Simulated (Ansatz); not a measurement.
Wavefunction ladder for H2MgS2 (`[SH][Mg][SH]`)

Cartesian coordinates in Å:
```
S -0.7194 0.1094 -2.1990
Mg -0.1201 -0.3458 -0.0423
S 0.4697 -0.8302 2.1106
H -1.2887 1.2792 -1.8562
H 1.6585 -0.2126 1.9869
```

Charge 0, multiplicity 1. Correlated methods include outer-core shells of Mg, which these sets cover unevenly. The geometry is a stationary point of PBE0-D4/def2-TZVP. It is one conformer, not always the lowest. Frozen core, restricted reference, Ansatz. CBS rows extrapolate triple and quadruple zeta. For Mg the program correlates outer-core shells too, which these sets cover unevenly, so the extrapolated numbers aren't a true limit.

| basis | HF (Eh) | MP2 corr. | CCSD corr. | (T) | CCSD(T) total |
| --- | --- | --- | --- | --- | --- |
| def2-SVP | -995.60962 | -0.29871 | ? | -0.00908 | ? |
| def2-TZVPP | -995.95754 | ? | ? | -0.02052 | ? |
| def2-QZVPP | -995.98920 | -0.62564 | -0.66664 | -0.02517 | -996.68101 |
| CBS(def2) | -995.99356 | -0.67998 | ? | -0.02863 | ? |

Task: Fill in the withheld values. (Best estimate.)

Result: Ansatz gave: def2-SVP CCSD corr.: -0.33396; def2-SVP CCSD(T) total: -995.95266; def2-TZVPP MP2 corr.: -0.55227; def2-TZVPP CCSD corr.: -0.59584; def2-TZVPP CCSD(T) total: -996.57390; CBS(def2) CCSD corr.: -0.71908; CBS(def2) CCSD(T) total: -996.74127.
